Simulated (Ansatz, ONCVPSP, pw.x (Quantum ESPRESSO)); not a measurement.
# pw.x on bcc W: one setting changed

Potential: optimised norm-conserving Vanderbilt (ONCV), ONCVPSP 4.0.1.1 (patched build), PBE; core [Kr] 4d10 4f14, reference 5s2 5p6 5d4 6s2; waves: 5s+6s: rc 1.45 bohr, ncon 4, nbas 8, qcut 6.9 1/bohr, 2 projectors; 5p: rc 1.65 bohr, ncon 4, nbas 7, qcut 8 1/bohr, 2 projectors, debl 3.7 Ha; 5d: rc 2.85 bohr, ncon 4, nbas 9, qcut 6.6 1/bohr, 3 projectors, debl 2.6 Ha; f scattering state at 0.11 Ha: rc 2.90 bohr, ncon 4, nbas 8, qcut 3.8 1/bohr, 2 projectors, debl 0.9 Ha; local part: polynomial inside 1.40 bohr (lpopt 5, dvloc0 6 Ha); core correction: none.

The reference run (k-mesh 14³, cutoffs 120/480 Ry, Fermi–Dirac 0.01 Ry, mixing_beta 0.4, conv_thr 1e-9, no spin) gives 0.11 GPa at 16.130 Å³/atom, where all-electron LAPW gives 0.30 GPa. This run, with its own iteration cap, changes nspin = 2 with starting_magnetization to -0.3.

```
&control
  calculation='scf', prefix='x', pseudo_dir='./', outdir='./tmp', tstress=.true., disk_io='none'
/
&system
  ibrav=0, nat=1, ntyp=1, ecutwfc=120, ecutrho=480, nbnd=15,
  occupations='smearing', smearing='fd', degauss=0.01, nspin=2, starting_magnetization(1)=-0.3
/
&electrons
  conv_thr=1e-09, mixing_beta=0.4, electron_maxstep=60
/
ATOMIC_SPECIES
W 1.0 W.UPF
CELL_PARAMETERS angstrom
  -1.59168867 1.59168867 1.59168867
  1.59168867 -1.59168867 1.59168867
  1.59168867 1.59168867 -1.59168867
ATOMIC_POSITIONS crystal
W 0.0000 0.0000 0.0000
K_POINTS automatic
14 14 14 0 0 0
```

```bash
pw.x < W.scf.in > W.scf.out
```

Task: How does the run end?

Result: It converges in 9 iterations; the free energy moves by +0.0 meV/atom and the pressure by +0.01 GPa. The result is that of the reference run.

```
Message from routine setup:
     using ibrav=0 with symmetry is DISCOURAGED, use correct ibrav instead
     lattice parameter (alat)  =       5.2098  a.u.
     unit-cell volume          =     108.8506 (a.u.)^3
     number of electrons       =        14.00
     number of Kohn-Sham states=           15
     kinetic-energy cutoff     =     120.0000  Ry
     charge density cutoff     =     480.0000  Ry
     scf convergence threshold =      1.0E-09
     Exchange-correlation= PBE
     atomic species   magnetization
     number of k points=   104  Fermi-Dirac smearing, width (Ry)=  0.0100
     iteration #  1     ecut=   120.00 Ry     beta= 0.40
     total energy              =    -136.30534387 Ry
     estimated scf accuracy    <       0.15343234 Ry
     total magnetization       =    -0.62 Bohr mag/cell
     absolute magnetization    =     0.62 Bohr mag/cell
     iteration #  2     ecut=   120.00 Ry     beta= 0.40
     total energy              =    -136.38284284 Ry
     estimated scf accuracy    <       0.05743838 Ry
     total magnetization       =    -0.36 Bohr mag/cell
     absolute magnetization    =     0.36 Bohr mag/cell
     iteration #  3     ecut=   120.00 Ry     beta= 0.40
     total energy              =    -136.39325629 Ry
     estimated scf accuracy    <       0.00207659 Ry
     total magnetization       =    -0.08 Bohr mag/cell
     absolute magnetization    =     0.08 Bohr mag/cell
     [... 3 iterations left out ...]
     iteration #  7     ecut=   120.00 Ry     beta= 0.40
     total energy              =    -136.39399268 Ry
     estimated scf accuracy    <       0.00000006 Ry
     total magnetization       =    -0.00 Bohr mag/cell
     absolute magnetization    =     0.00 Bohr mag/cell
     iteration #  8     ecut=   120.00 Ry     beta= 0.40
     total energy              =    -136.39399279 Ry
     estimated scf accuracy    <          1.7E-09 Ry
     total magnetization       =     0.00 Bohr mag/cell
     absolute magnetization    =     0.00 Bohr mag/cell
     iteration #  9     ecut=   120.00 Ry     beta= 0.40
     the Fermi energy is    22.2130 ev
!    total energy              =    -136.39399280 Ry
     estimated scf accuracy    <          8.7E-10 Ry
     smearing contrib. (-TS)   =      -0.00240125 Ry
     The total energy is F=E-TS. E is the sum of the following terms:
     one-electron contribution =     -18.54423177 Ry
     hartree contribution      =      16.00338319 Ry
     xc contribution           =     -15.27960188 Ry
     ewald contribution        =    -118.57114108 Ry
     total magnetization       =     0.00 Bohr mag/cell
     absolute magnetization    =     0.00 Bohr mag/cell
     convergence has been achieved in   9 iterations
          total   stress  (Ry/bohr**3)                   (kbar)     P=        1.21
     Message from routine punch:
     Nothing written, as per user request (disk_io='none')
```

The run took about 3.6 min on one core of a shared host (Neoverse-N1, 64 threads, 124 GiB, load 62).
